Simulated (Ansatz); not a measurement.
Rutile MnF₂, treated with PBEsol (Ansatz, a quantum-chemistry and plane-wave program, PAW).

Run with plane-wave cutoff 520 eV, 8×8×10 k mesh (along the axes of the cell as run), Fermi–Dirac smearing 0.01 eV, spin-polarised with opposed moments, scalar-relativistic PAW data made under PBE.

Cell (measured lattice):

```xyz
6
Lattice="4.8738 0.0000 0.0000 0.0000 4.8738 0.0000 0.0000 0.0000 3.3107" Properties=species:S:1:pos:R:3 pbc="T T T"
Mn     0.0000     0.0000     0.0000
Mn     2.4369     2.4369     1.6553
F      1.4811     1.4811     0.0000
F      3.9180     0.9558     1.6553
F      0.9558     3.9180     1.6553
F      3.3927     3.3927     0.0000
```
Starting moments (μB, in the order of the record's atoms Mn Mn F F F F): 5.0 -5.0 0.0 0.0 0.0 0.0.

Question: Give the computed band gap, smallest direct gap on the k points sampled and magnetic moment (largest site, within a sphere).

Answer: 
- band gap = 2.05 eV (indirect)
- smallest direct gap on the k points sampled = 2.11 eV
- magnetic moment (largest site, within a sphere) = 4.12 μB

Measured, for comparison: band gap 9.9 eV (temperature not stated, not corrected to a static lattice, the source doubts the polymorph; as tabulated in Das and Bazhirov (2019), arXiv:1808.05325). Computed (rounded) less measured: band gap not scored (a reference that its source doubts or gives as a wide range).

Note: cell and atoms aren't relaxed at this level (pressure -1.9 GPa); without U or exact exchange, gaps and moments of open d shells tend to come out too small.

Moments are spin moments.
